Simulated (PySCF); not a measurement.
Property card for `[PH4+]`

Compound: PH₄ (charge +1).
Atom-mapped SMILES: `[PH4+:1]` (hydrogens: H2, H3, H4, H5 on P1)

Cartesian coordinates in Å at the PBE0-D3(BJ)/def2-SVP level; atoms count from 1:
```
atom  x, y, z in Å
P1    -0.0227    0.0150   -0.0201
H2    -0.7917   -0.8582   -0.8145
H3     0.2973   -0.6169    1.1977
H4    -0.7609    1.1867    0.2390
H5     1.1638    0.3487   -0.7024
```

**PBE0-D3(BJ)/def2-SVP geometry optimisation, gas phase (PySCF)**

| Quantity | Value |
| --- | --- |
| Point group | Td |
| Rotational constants A, B, C | 94.754, 94.743, 94.732 GHz |

B3LYP/def2-SVPD ground state, ΔSCF and vertical TDDFT (core frozen in the response) (PySCF):

| Item | Value |
| --- | --- |
| HOMO energy | -18.88 eV |
| LUMO energy | -6.19 eV |
| HOMO–LUMO gap | 12.69 eV |
| Lowest singlet excitation | 11.11 eV (112 nm, f = 0.000 summed over 3 states within 0.01 eV) |
| Lowest triplet excitation (Tamm–Dancoff) | 9.83 eV |
| Static isotropic polarisability | 21.0 au |
| Vertical ionisation energy | 22.10 eV |
| Electronic spatial extent ⟨r²⟩ about the centre of nuclear charge | 52 bohr² |

HF/pcSseg-2 ground state and GIAO shieldings, non-relativistic (PySCF):

| Quantity | Value |
| --- | --- |
| 1H chemical shifts (computed TMS as zero) by class | 6.17 (H2/H3/H4/H5) ppm |
| Isotropic shieldings of nuclei other than C and H, by class | 458 (P1) ppm |

**delta-SCF UKS SCAN, pcX-2 on the ionised atom, pcseg-1 elsewhere, spin-free X2C; 2p3/2 from a spin–orbit splitting computed afterwards within the 2p shell (PySCF)**

| Item | Value |
| --- | --- |
| Core binding energies | P2p3/2 146.4 (P1), P1s 2159.9 (P1) eV |

Monoisotopic mass of the ion (most abundant isotopes, electron mass counted): 35.0045 u.

The rotational constants are those of a spherical top; the small spread among constants that symmetry makes equal is optimisation noise. The polarisability is 3.11 Å³ as a volume (1 au = 0.148185 Å³), or 1.17 au for each of the 18 electrons. The principal polarisabilities are 21.0, 21.0 and 21.0 au; their mean is the isotropic value. S1 lies 1.58 eV below the HOMO–LUMO gap.

